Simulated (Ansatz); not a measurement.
# SiH₃O radical (SMILES O[SiH2]): functionals against CCSD(T) at one geometry

One table from this session's results is given with a row withheld; the runs are named, their logs left out.

The runs use Ansatz 0.2.0, Gaussian basis; single points in def2-TZVPP.

Correlated methods freeze the cores. Orbitals are unrestricted.

**The system as given**

SMILES `O[SiH2]`, 5 atoms, charge 0, spin multiplicity 2.

Atoms are counted from 1 here; the program's logs count them from 0.

Bond lengths: O1–Si2 1.698 Å, O1–H3 1.044 Å, Si2–H4 1.604 Å, Si2–H5 1.393 Å. Angles: Si2–O1–H3 126.4°, O1–Si2–H4 106.5°, O1–Si2–H5 101.4°, H4–Si2–H5 120.2°.

As a file:

```
O     0.5083   -0.3980    0.7991
Si   -0.0347    0.4383   -0.5751
H     0.7615   -1.4093    0.8487
H    -1.3380   -0.3386   -1.0959
H    -0.1441    1.7372   -0.0827
```

The first run:

Input file run/in.yaml:

```yaml
crystal:
  periodic: [false, false, false]
  atoms:
    - {symbol: O, position_ang: [0.508300, -0.398000, 0.799100]}
    - {symbol: Si, position_ang: [-0.034700, 0.438300, -0.575100]}
    - {symbol: H, position_ang: [0.761500, -1.409300, 0.848700]}
    - {symbol: H, position_ang: [-1.338000, -0.338600, -1.095900]}
    - {symbol: H, position_ang: [-0.144100, 1.737200, -0.082700]}
basis:
  gaussian: {orbitals: def2-TZVPP}
magnetization: {spin_polarized: true, initial_magnetization: 1}
correlation: {method: ccsd_t}
scf: {omitted_lower_state_checks: [cluster_reference]}
output: {forces: true}
```

The command line of these runs was not kept.

Among the steps run: CCSD(T)/def2-TZVPP; PBE0-D4/def2-TZVPP; wB97M-V/def2-TZVPP; r2SCAN-D4/def2-TZVPP; PBE-D4/def2-TZVPP; CAM-B3LYP-D4/def2-TZVPP; r2SCANh-D4/def2-TZVPP.

One of the session's tables, all rows but one given; the rest of the session is left out.

```
      method  RMS force component (eV/Å)  angle to CCSD(T) forces (°)  dipole (D)
     CCSD(T)                       1.652                    reference        1.03
     PBE0-D4                       1.681                          2.5        1.03
     wB97M-V                           ?                            ?           ?
   r2SCAN-D4                       1.630                          2.2        1.03
      PBE-D4                       1.538                          6.9        1.02
CAM-B3LYP-D4                       1.647                          3.2        1.06
  r2SCANh-D4                       1.674                          2.7        1.04
```

Estimate the missing values for wB97M-V.

The run gave: RMS force component (eV/Å): 1.638; angle to CCSD(T) forces (°): 1.7; dipole (D): 1.07. In the column «RMS force component (eV/Å)» it lies between r2SCAN-D4 (1.630) and CAM-B3LYP-D4 (1.647).
